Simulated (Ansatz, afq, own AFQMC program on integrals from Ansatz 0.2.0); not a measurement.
## AFQMC, coupled cluster and functionals along a coordinate of SiH4 + SiH, doublet

| atom | x (Å) | y (Å) | z (Å) |
| --- | --- | --- | --- |
| Si | -1.5665 | 0.0244 | 0.0000 |
| H | -2.0613 | 1.4241 | 0.0000 |
| H | -2.0613 | -0.6755 | 1.2122 |
| H | -2.0613 | -0.6755 | -1.2122 |
| H | -0.0818 | 0.0244 | 0.0000 |
| Si | 1.7155 | 0.0244 | 0.0000 |
| H | 2.1120 | -1.4552 | 0.0000 |

A hydrogen atom is moved from one rigid fragment to the other; the Si1–H5 distance tells how far. The two fragments are held close together, so this isn't a minimum-energy path and the start is a compressed complex. Energies in kJ/mol count from this geometry (1.485 Å) at the same level; the start stands on UHF, each point on the determinant named.

Basis cc-pVDZ. Noble-gas cores (and the filled d shells of Ga–Kr and In–Xe) are frozen. Ansatz 0.2.0 and our own AFQMC program on the same integrals; the CISD trial comes from CCSD amplitudes, and released means the phaseless constraint is let go. Error bars are statistical, one sigma.

Cautions, each for one point or more: higher spins were not checked; raised T1 diagnostic; unrestricted determinant spin contaminated.

```tsv
r(Si1–H5) / Å	det.	T1	weight	⟨S²⟩	PBE	B3LYP	CCSD(T)
1.587	UHF	0.019	0.85	0.78	0.6	5.0	8.0
1.638	UHF	0.020	0.85	0.77	6.6	13.2	17.7
1.689	UHF	0.020	0.85	0.77	16.1	24.7	30.8
1.740	UHF	0.021	0.85	0.77	29.0	39.5	47.0
1.842	UHF	0.047	0.80	1.04	66.2	79.9	90.8
```

Estimate the curve of CCSDT(Q), counted from the same start.


```tsv
r(Si1–H5) / Å	det.	T1	weight	⟨S²⟩	CCSDT(Q)	ph-AFQMC/CISD	released AFQMC
1.587	UHF	0.019	0.85	0.78	7.7	7.3 ± 0.5	7.6 ± 0.5
1.638	UHF	0.020	0.85	0.77	17.3	16.8 ± 0.4	17.8 ± 0.4
1.689	UHF	0.020	0.85	0.77	30.1	29.9 ± 0.5	–
1.740	UHF	0.021	0.85	0.77	46.0	46.2 ± 0.4	46.4 ± 0.6
1.842	UHF	0.047	0.80	1.04	88.1	88.1 ± 0.4	88.1 ± 0.6*
```

Weight is that of the determinant in the CISD state; at the start T1 is 0.019 and the weight 0.85, and ⟨S²⟩ is 0.78. An asterisk marks released energies that aren't shown to be converged. A dash marks a missing value, a released energy that hasn't settled or a functional that sits on another state. Largest departures from CCSDT(Q), at the points where its series has closed: CCSD(T) 1.0 kJ/mol at 1.740 (on UHF), ph-AFQMC/CISD -0.5 kJ/mol at 1.638 (on UHF) (within the noise), released AFQMC 0.5 kJ/mol at 1.638 (on UHF) (within the noise), PBE -17.0 kJ/mol at 1.740, B3LYP -6.6 kJ/mol at 1.740. Functionals count only at points shown to share the start's state and spin. In this small basis the wave-function levels are far from their limit, so their gap to the functionals isn't the functionals' error.

A walk keeps the symmetry of its determinant, which the program's search chose and which needn't be the lowest solution, so a lower state of the same spin and another symmetry isn't excluded.
